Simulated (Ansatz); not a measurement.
**[CH3]− (SMILES [CH3-]): where methods fail along a bond**

[CH3]−: 4 atoms, total charge -1, spin state singlet. As SMILES, `[CH3-]`. The coordinates come from a GFN2-xTB relaxation.

```xyz
4

C    -0.1657   -0.1757    0.2958
H     0.1421    0.9163    0.4600
H    -0.7862   -0.1025   -0.6657
H     0.8097   -0.6381   -0.0901
```

The C1–H2 distance is scanned; the parts on either side stay rigid. Basis 6-31G, 1 core orbital frozen in the correlated methods; program Ansatz 0.2.0. FCI is exact within this basis and core. Energies in eV from each method's value at 1.146 Å; methods without a U are spin-restricted. The set has no diffuse functions, which an anion needs. The shape above is that at 1.146 Å.

```tsv
distance (Å)	PBE	PBE0	BHLYP	r2SCAN0	RPA@PBE	CCSDTQ	FCI
1.111	0.04	0.00	-0.02	-0.01	0.06	0.03	0.03
1.146	0.00	0.00	0.00	0.00	0.00	0.00	0.00
1.389	0.53	0.57	0.59	0.59	0.48	0.51	0.51
1.433	0.57	0.66	0.70	0.69	0.50	0.56	0.56
1.666	1.42	1.54	1.57	1.58	1.26	1.36	1.36
1.719	1.44	1.60	1.67	1.65	1.26	1.39	1.39
2.222	2.77	3.02	3.07	3.10	2.37	2.63	2.63
2.293	2.72	3.02	3.10	3.11	2.32	2.62	2.62
2.778	3.43	3.81	3.88	3.91	2.82	3.34	3.34
2.866	3.36	3.78	3.89	3.89	2.76	3.31	3.32
```

Departure from the FCI curve at its largest: PBE +0.14 eV at 2.22 Å; PBE0 +0.47 eV at 2.78 Å; BHLYP +0.57 eV at 2.87 Å; r2SCAN0 +0.58 eV at 2.87 Å; RPA@PBE -0.56 eV at 2.87 Å; CCSDTQ within 0.005 eV. A jump in PBE, PBE0, BHLYP, r2SCAN0, RPA@PBE, CCSDTQ shows that the solution changed state along the way. For the functionals part of the departure is owed to the small basis.
